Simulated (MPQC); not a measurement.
# HF/DZP + Diffuse (Dunning) (density reset 20, orthogonalisation gramschmidt) run of C4H10O (2-methyl-1-propanol)

Wanted: a single-point energy of C4H10O (2-methyl-1-propanol). 

The calculation is run with MPQC 2.3.1.

1 further run of the same task is left out (it didn't finish).

## (1) Starting point

The species is C4H10O (15 atoms), meant as a singlet with charge 0. As SMILES, `CC(C)CO`. The coordinates come from a PBE0-D4/def2-TZVP relaxation. This is one conformer, not always the lowest.

Bond lengths: C1–C2 1.521 Å, C2–C3 1.521 Å, C2–C4 1.522 Å, C4–O5 1.411 Å, C1–H6 1.093 Å, C1–H7 1.093 Å, C1–H8 1.096 Å, C2–H9 1.097 Å, C3–H10 1.093 Å, C3–H11 1.095 Å, C3–H12 1.092 Å, C4–H13 1.093 Å, C4–H14 1.102 Å, O5–H15 0.960 Å. Some angles: C1–C2–C3 111.1°, C1–C2–C4 111.5°, C3–C2–C4 109.7°, C2–C4–O5 114.1°, C1–C2–H9 108.4°, C3–C2–H9 108.8°, C4–C2–H9 107.1°, C2–C1–H6 112.0°, C2–C1–H7 111.1°, C2–C1–H8 110.8°.

## (2) The energy at HF/DZP + Diffuse (Dunning) (density reset 20, orthogonalisation gramschmidt)

run.in

```
% emacs should use -*- KeyVal -*- mode
molecule<Molecule>: (
   symmetry = c1
   unit = bohr
   { atoms geometry } = {
      C  [ -1.69017105    -0.17593350     2.08096641 ]
      C  [ 0.65138860     0.23319220     0.46468365 ]
      C  [ 2.13312285    -2.20908984     0.14891042 ]
      C  [ -0.02324363     1.29880877    -2.12102860 ]
      O  [ -1.22378664     3.67797396    -2.03769168 ]
      H  [ -2.70627678     1.58907070     2.42999882 ]
      H  [ -1.19279513    -0.95809115     3.92590602 ]
      H  [ -2.99030262    -1.50497789     1.17011842 ]
      H  [ 1.85930153     1.63196748     1.40331062 ]
      H  [ 3.83897862    -1.91901688    -0.97944505 ]
      H  [ 0.98908265    -3.65019498    -0.79689751 ]
      H  [ 2.70797754    -2.97367303     1.97816531 ]
      H  [ 1.70037557     1.58056693    -3.22443969 ]
      H  [ -1.18901568    -0.08673843    -3.14847270 ]
      H  [ -2.86463583     3.46594669    -1.29408445 ]
   }
)
basis<GaussianBasisSet>: (
   name = "DZP + Diffuse (Dunning)"
   molecule = $:molecule
)
mpqc: (
   checkpoint = no
   savestate = no
   restart = no
   do_energy = yes
   do_gradient = no
   optimize = no
   mole<CLHF>: (
      molecule = $:molecule
      basis = $:basis
      total_charge = 0
      memory = 1000000000
      print_evals = yes
      print_npa = yes
      maxiter = 80
      density_reset_frequency = 20
      orthog_method = gramschmidt
      extrap<DIIS>: (
         n = 3
         start = 3
         damping_factor = 0.1
      )
      guess_wavefunction<CLHF>: (
         molecule = $:molecule
         total_charge = 0
         memory = 1000000000
         value_accuracy = 1e-3
         basis<GaussianBasisSet>: (
            name = "3-21G"
            molecule = $:molecule
         )
      )
   )
)
```

Launch:

```
$ mpqc run.in > run.out
```

Q: Predict the results. Wanted: total energy; HOMO energy; LUMO energy; HOMO–LUMO gap.

**Answer.** As computed:

At HF/DZP + Diffuse (Dunning) (density reset 20, orthogonalisation gramschmidt):

| quantity | value |
| --- | --- |
| total energy | -232.21112 Eh |
| HOMO energy | -11.68 eV |
| LUMO energy | 1.46 eV |
| HOMO–LUMO gap | 13.14 eV |
